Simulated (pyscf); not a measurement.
**Routes from O=Si(OH)–OH + ammonia (NH₃)**

Candidate steps break at most two bonds and form at most two. Each was searched with GFN2-xTB (tblite) first. Structures and frequencies: ωB97X-D3(BJ)/def2-SVP in PySCF. Energies: ωB97M-D3(BJ)/def2-TZVP, kcal/mol, from the separated reactants, singlet surface; ΔG‡ with ideal gas, 1 atm, RRHO with modes under 100 cm⁻¹ raised to 100, one conformer, R ln 2 for chiral ones without a mode under 150 cm⁻¹.

```
products                                                         type    ΔE‡     ΔE  ΔG‡ 298 K  ΔG‡ 900 K  ν‡ (cm⁻¹)
-------------------  ------------------------------------------------  -----  -----  ---------  ---------  ---------
H₂N–Si(OH)(OH)–OH    addition across a multiple bond or ene-type step  -17.5  -57.7       -8.6       11.7      1357i
H₂N–Si(=O)–OH + H₂O                              four-centre exchange   -2.1   +6.0          –          –      1192i
```

A dash marks a saddle under its separated products, where this table gives no free-energy barrier. Row 1: On the reactant side the descent ends in an adduct with a N–Si contact, 33.1 kcal/mol under the separated species and 14.4 kcal/mol under the saddle at ωB97X-D3(BJ)/def2-TZVP. Row 2: On the reactant side the descent ends in an adduct with a N–Si contact, 33.1 kcal/mol under the separated species and 30.1 kcal/mol under the saddle at ωB97X-D3(BJ)/def2-TZVP. On the product side the descent ends in an adduct with a O–Si contact, 18.1 kcal/mol under the separated species and 9.7 kcal/mol under the saddle at ωB97X-D3(BJ)/def2-TZVP. 

Plain bond fissions and candidates not yet searched are not listed, and one of them may be faster. Each barrier is that of the saddle found; lower ones may exist.
